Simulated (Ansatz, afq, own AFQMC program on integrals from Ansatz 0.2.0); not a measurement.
AFQMC on a folder of integrals that Ansatz 0.2.0 wrote.

```yaml
crystal:
  periodic: [false, false, false]
  atoms:
    - {symbol: Si, position_ang: [0.000000, 0.000000, 0.464856]}
    - {symbol: B, position_ang: [0.000000, 0.000000, -1.213144]}
    - {symbol: H, position_ang: [0.000000, 1.265985, 1.225827]}
    - {symbol: H, position_ang: [0.000000, -1.265985, 1.225827]}
    - {symbol: H, position_ang: [0.000000, 0.000000, -2.392519]}
basis:
  gaussian: {orbitals: cc-pVDZ}
magnetization: {spin_polarized: true, initial_magnetization: 0}
correlation: {method: ccsd_t, electrons: outside_noble_gas, hamiltonian_folder: ham}
```

```sh
$ ansatz run in.yaml --threads 1 --pin off --events-out ev --progress --plain --max-ram 1382MiB
```

Options of the walk:

```
--method phaseless --trial cisd --walkers 40 --populations 1 --least-time 40 --time-step 0.02 --steps-per-block 25 --equilibration-blocks 12 --max-blocks 40 --target-error 0.00076 --factor-cut 1e-05 --start spin_pure --seed 8944 --taylor-order 4
```

Times are imaginary, in 1/Eh. The walk had a cap of 262 s.

Log:

```
orbitals 41  electrons 5 5  factors 318 of 444
reference energy -315.22601596 Eh
CCSD correlation -0.20873923 Eh in 11 cycles, weight of the determinant in the CISD state 0.8706
energy of the start -315.434755 Eh
 block  time / (1/Eh)  mean weight  energy / Eh
     1     0.500  0.9998  -315.432453
     2     1.000  0.9983  -315.437415
     3     1.500  0.9897  -315.439928
     4     2.000  1.0134  -315.440841
     5     2.500  1.0041  -315.439002
     7     3.500  1.0016  -315.438402
     9     4.500  1.0007  -315.439794
    11     5.500  0.9957  -315.441253
    13     6.500  1.0055  -315.439297
    15     7.500  1.0012  -315.440514
    17     8.500  1.0066  -315.438272
    19     9.500  0.9966  -315.441991
    21    10.500  0.9985  -315.444232
    23    11.500  1.0102  -315.441373
    25    12.500  0.9983  -315.447048
    27    13.500  1.0020  -315.443964
    29    14.500  1.0035  -315.447043
    31    15.500  0.9911  -315.439468
    33    16.500  0.9920  -315.441171
    35    17.500  0.9995  -315.442375
    37    18.500  1.0009  -315.439392
    38    19.000  1.0078  -315.436117
    39    19.500  0.9989  -315.439380
    41    20.500  1.0103  -315.441552
    43    21.500  0.9840  -315.442136
    45    22.500  1.0072  -315.444657
    47    23.500  0.9987  -315.444404
    49    24.500  1.0016  -315.437254
    51    25.500  1.0085  -315.439236
    52    26.000  0.9894  -315.440237
blocks merged  error / Eh  count
     1  0.000465  40
     2  0.000542  20
     4  0.000543  10
energy -315.441400 +/- 0.000542 Eh
(rows thinned)
```

The run failed at least one of its tests; the cautions name the faults.

Against this walk (error 14.7 meV) on the same determinant: CCSD(T) 5.8 meV lower (within the noise), CCSDT(Q) 50.7 meV lower, a separate phaseless walk with a CISD trial and standard settings 46.3 ± 18.7 meV lower. The error is statistical and leaves out the bias of the constraint. CCSDT(Q) is the surest value here, so the walk's 51 meV above it is most likely the bias of the constraint with this trial, which can have either sign, or comes from the drawn settings.

Cautions: constraint bias not in the error; error not settled; the determinant is a saddle point among determinants of its kind; the sampling time fell short of the least asked; the time-step error isn't removed.

The walk took 18 s on 1 thread of Intel(R) Xeon(R) 6975P-C (Granite Rapids), on a shared host. The log's last line is the phaseless energy.

CCSDT and higher add their correlation energy to the determinant of the CCSD(T) run, since their own runs factorise the integrals more tightly (a shift of under 2 meV). A walk keeps the symmetry of its determinant, which the program's search chose and which needn't be the lowest solution, so a lower state of the same spin and another symmetry isn't excluded.
